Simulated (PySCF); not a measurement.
A PySCF script (with the pyscf-properties extension) for the NMR shieldings of SMILES C(=C)(C)[C+](C)C, [C₆H₁₁]+, on a GFN2-xTB geometry:

```python
import basis_set_exchange as bse
import numpy as np
from pyscf import gto, dft
from pyscf.prop import nmr

atoms = """
C     1.485604   -1.328485    0.061456
C     0.792013   -0.188698   -0.177848
C     1.493985    1.014156   -0.728035
C    -0.595317   -0.086117    0.160174
C    -1.214092    1.231203    0.222976
C    -1.438156   -1.242119    0.438300
H     2.542369   -1.378542   -0.147748
H     1.055432   -2.206935    0.512452
H     2.495951    0.752665   -1.053273
H     1.581537    1.793234    0.027940
H     0.956140    1.428865   -1.577662
H    -1.260291    1.651093   -0.789064
H    -2.221916    1.206735    0.629651
H    -0.595192    1.940291    0.777492
H    -1.649234   -1.265267    1.514697
H    -1.016178   -2.196881    0.142767
H    -2.419654   -1.113169   -0.024186
"""
names = dict.fromkeys(["C", "H"], "pcSseg-1")
basis = {el: gto.basis.parse(bse.get_basis(n, elements=[el], fmt="nwchem")) for el, n in names.items()}
mol = gto.M(atom=atoms, basis=basis, charge=1, verbose=0)
mf = dft.RKS(mol, xc="PBE0")
mf.grids.level = 2
mf.grids.alignment = dft.numint.BLKSIZE   # the property module wants whole blocks of grid points
mf.conv_tol = 1e-9
mf.kernel()

calc = nmr.RKS(mf)   # GIAO
C = mf.mo_coeff
Co = C[:, mf.mo_occ > 0]
resp = mf.gen_response(singlet=True, hermi=2)
def vind(x):   # induced exchange potential for any number of trial vectors
    d = np.einsum("pi,xij,qj->xpq", C, 2 * x.reshape(-1, C.shape[1], Co.shape[1]), Co, optimize=True)
    return np.einsum("xpq,pi,qj->xij", resp(d - d.transpose(0, 2, 1)), C, Co, optimize=True).ravel()
mo1, _ = nmr.rhf.solve_mo1(calc, with_cphf=vind)
sigma = calc.kernel(mo1)
for i, s in enumerate(sigma):   # ppm
    w = np.linalg.eigvalsh((s + s.T) / 2)
    print("%2d %-2s iso %8.1f  s11 %8.1f  s22 %8.1f  s33 %8.1f" % (i, mol.atom_pure_symbol(i), w.mean(), *w))
```

Question: What does it print?

Answer: 
```
 0 C  iso      2.4  s11   -103.2  s22    -45.0  s33    155.4
 1 C  iso     25.6  s11    -73.1  s22     -5.8  s33    155.6
 2 C  iso    163.9  s11    152.7  s22    156.1  s33    183.0
 3 C  iso    -94.2  s11   -236.6  s22   -200.0  s33    153.9
 4 C  iso    144.6  s11    114.2  s22    153.4  s33    166.4
 5 C  iso    146.9  s11    113.1  s22    156.0  s33    171.6
 6 H  iso     23.4  s11     19.0  s22     23.1  s33     27.9
 7 H  iso     23.1  s11     18.6  s22     23.1  s33     27.6
 8 H  iso     28.9  s11     24.5  s22     27.4  s33     34.8
 9 H  iso     29.0  s11     25.0  s22     27.9  s33     34.2
10 H  iso     29.4  s11     25.2  s22     28.5  s33     34.6
11 H  iso     28.2  s11     23.8  s22     27.7  s33     33.1
12 H  iso     28.0  s11     24.0  s22     28.2  s33     31.7
13 H  iso     28.2  s11     23.9  s22     28.1  s33     32.5
14 H  iso     28.1  s11     24.6  s22     26.3  s33     33.5
15 H  iso     27.9  s11     23.5  s22     27.9  s33     32.3
16 H  iso     27.8  s11     24.0  s22     27.5  s33     32.0
```

These numbers come from an equivalent density-fitted implementation of the same equations, which agrees with the script to about 0.01 ppm for H and up to a few tenths of a ppm for heavy atoms, so last digits may differ.

Question: Turn these shieldings into chemical shifts. δ = σ(ref) − σ, references computed at the same level: TMS for ¹³C (σ = 186.93 ppm) and ¹H (σ = 31.72 ppm).

Answer: Averaging equivalent atoms: C 3: 281.2; C 0: 184.5; C 1: 161.3; C 4/5: 41.2; C 2: 23.0; H 7: 8.62; H 6: 8.36; H 11/12/13/14/15/16: 3.69; H 8/9/10: 2.60 ppm. 

Size and cost of the density-fitted run: 157 basis functions, 43 s wall time on 1 thread of an x86-64 server CPU, shared host.
